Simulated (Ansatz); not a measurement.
A geometry relaxed with B3LYP-D3(BJ)/def2-TZVP (Ansatz, an electronic-structure program), charge 0, multiplicity 1:

```xyz
8

O      1.3222    -0.6690     0.2491
O      0.8527     1.2713    -0.7733
C      0.4708     0.2863    -0.1991
H     -1.2174    -1.0109    -0.3426
H      2.2177    -0.3814     0.0116
H     -1.6093     0.7278    -0.2557
H     -1.0803    -0.1681     1.1940
C     -0.9565    -0.0562     0.1161
```

Write the SMILES of this molecule.

`CC(=O)O`
